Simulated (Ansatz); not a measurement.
## doublet CO₂(+): levels of theory in one basis

```yaml
atoms:
  - { symbol: O, position_ang: [0.0000, 0.0000, -1.1770] }
  - { symbol: C, position_ang: [0.0000, 0.0000, 0.0000] }
  - { symbol: O, position_ang: [0.0000, 0.0000, 1.1770] }
```

Basis set: def2-SVP (spherical functions). Left uncorrelated: 3 orbitals. Correlation on ROHF uses semicanonical orbitals with singles. Charge 1, multiplicity 2.

Computed with Ansatz (development build ahead of 0.2.0); each method stands on the lowest determinant of its kind that the runs found.

| method | E − E(ROHF) (eV) | <S²> of the determinant |
| --- | --- | --- |
| ROHF | 0.00 | – |
| UHF | -0.93 | 0.98 |
| ROHF-MP2 | -12.59 | – |
| UHF-MP2 | -12.21 | 0.98 |
| ROHF-CCSD(T) | -13.58 | – |
| UHF-CCSD(T) | -13.59 | 0.98 |

Task: Is a single determinant a sound starting point here?

Result: Only with care. Unrestricted orbitals gain 0.93 eV and <S²> is 0.98 against 0.75 for a pure state, a contamination that matters most for the unrestricted series.

Caution for ROHF, ROHF-MP2, ROHF-CCSD(T): an unrestricted determinant lies well below; the determinant may break the point group. Caution for UHF, UHF-MP2, UHF-CCSD(T): the unrestricted determinant is spin contaminated. Caution for ROHF-MP2, UHF-MP2: MP2 on this radical cation hangs on the determinant chosen. Caution for ROHF-MP2: another reference gives a lower total.
